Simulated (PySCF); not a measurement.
CH3O, SMILES C[O], multiplicity 2. Atoms are numbered in the order given.

```xyz
5

C      0.0132     0.5726     0.0000
O      0.0048    -0.7906     0.0000
H     -0.5650     0.9322     0.8693
H     -0.5650     0.9322    -0.8693
H      1.0128     1.0250     0.0000
```
Charge 0, spin multiplicity 2.

Geometry optimised at B3LYP-D3(BJ)/def2-TZVP. A frequency run showed that this geometry is not a minimum. The isomer is the one that the SMILES or the coordinates give; other isomers of the formula were not compared.

Level of theory: PySCF with CAM-B3LYP/def2-TZVPD.

Mulliken values depend strongly on the basis, most of all with diffuse functions as here. Atomic charges (e):

| atom | Mulliken | meta-Löwdin | Mulliken spin |
|---|---|---|---|
| C1 | -0.45 | -0.11 | -0.05 |
| O2 | -0.29 | -0.27 | 0.91 |
| H3 | 0.25 | 0.14 | 0.08 |
| H4 | 0.25 | 0.14 | 0.08 |
| H5 | 0.24 | 0.10 | -0.01 |
